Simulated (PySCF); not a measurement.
Potential energy of MgSi along the bond

Set-up: Mg pcseg-1, Si pcseg-1; no relativity (PySCF 2.14). Energies in eV from Mg + Si in their ground configurations at the same level. State: ³Σ⁻ (triplet), unpaired electrons π ↑↑.

All columns are TPSS. A positive dipole means Mg(−)Si(+).

| R (Å) | E (eV) | μ (D) | Mulliken charge on Mg (basis-dependent) | HOMO (eV) | LUMO (eV) | Mayer bond order | ⟨S²⟩ |
| --- | --- | --- | --- | --- | --- | --- | --- |
| 2.243 | -0.663 | -3.99 | 0.35 | -4.53 | -3.06 | 1.41 | 2.07 |
| 2.347 | -0.890 | -4.11 | 0.35 | -4.44 | -3.13 | 1.32 | 2.08 |
| 2.451 | -1.011 | -4.20 | 0.35 | -4.35 | -3.19 | 1.22 | 2.09 |
| 2.530 | -1.051 | -4.26 | 0.35 | -4.30 | -3.24 | 1.16 | 2.10 |
| 2.608 | -1.060 | -4.31 | 0.35 | -4.26 | -3.29 | 1.09 | 2.10 |
| 2.686 | -1.045 | -4.35 | 0.35 | -4.22 | -3.33 | 1.03 | 2.10 |
| 2.791 | -1.000 | -4.38 | 0.34 | -4.18 | -3.39 | 0.95 | 2.10 |
| 2.921 | -0.918 | -4.38 | 0.34 | -4.14 | -3.45 | 0.85 | 2.09 |
| 3.077 | -0.803 | -4.33 | 0.32 | -4.11 | -3.53 | 0.75 | 2.08 |
| 3.286 | -0.648 | -4.16 | 0.29 | -4.10 | -3.61 | 0.63 | 2.06 |

A fit through these points gives, at Re = 2.594 Å, μ = -4.30 D and dμ/dR = -0.586 D/Å; the reduced mass is 12.91 u.

Task: How strong is the fundamental in the double-harmonic approximation, I = 42.26·(dμ/dR)²/μred km/mol?

Result: I = 42.26·(-0.586)²/12.91 = 1.12 km/mol at TPSS.

The state is the lowest determinant that a PBE0 search found; another state may lie lower at other levels.
